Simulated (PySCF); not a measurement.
# Bonding in 2-butyne

2-butyne, C4H6.
SMILES with atom numbers: `[CH3:1][C:2]#[C:3][CH3:4]` (hydrogens: H5, H6, H7 on C1; H8, H9, H10 on C4)

Cartesian coordinates in Å at the PBE0-D3(BJ)/def2-SVP level; atoms count from 1:
```
atom  x, y, z in Å
C1     2.0250   -0.0189   -0.1795
C2     0.6041   -0.0091    0.1318
C3    -0.5791   -0.0041    0.3944
C4    -1.9996    0.0037    0.7057
H5     2.4378    1.0022   -0.1982
H6     2.2153   -0.4739   -1.1645
H7     2.5927   -0.5942    0.5693
H8    -2.5914   -0.4353   -0.1132
H9    -2.3677    1.0289    0.8696
H10   -2.2125   -0.5760    1.6180
```

Bond orders from the PBE0/pcSseg-1 density (PySCF). Isolated species at its PBE0-D3(BJ)/def2-SVP geometry, gas phase.

Problem. How far do the computed orders between heavy atoms stray from the drawn ones?

Solution. The largest departure is 0.391, at C2–C3 (drawn triple, 2.609). Drawn single, order above 1.12: C1–C2 (1.214) and C3–C4 (1.215). Drawn double or triple, more than 0.30 short of the drawn order: C2–C3 (2.609).

Problem. Give the Mayer order of every bond between heavy atoms, beside its length.

Solution. 
| bond | drawn as | length (Å) | Mayer order |
| --- | --- | --- | --- |
| C1–C2 | single | 1.455 | 1.214 |
| C2–C3 | triple | 1.212 | 2.609 |
| C3–C4 | single | 1.454 | 1.215 |

Bonds between the same two heavy elements. C–C: lowest C1–C2 and C3–C4 (1.214, 1.455 Å), highest C2–C3 (2.609, 1.212 Å). Bonds named together lie within 0.004.

Problem. And the bonds to hydrogen?

Solution. C–H: 0.93 (6 bonds).

Problem. Sum the orders of all bonds at each heavy atom with more than one neighbour and set the sums beside the valence in the SMILES.

Solution. C1 4.004 (drawn 4), C2 3.823 (drawn 4), C3 3.824 (drawn 4), C4 4.005 (drawn 4). Orders between atoms that aren't bonded are not in these sums.

Mayer orders depend on the basis set.
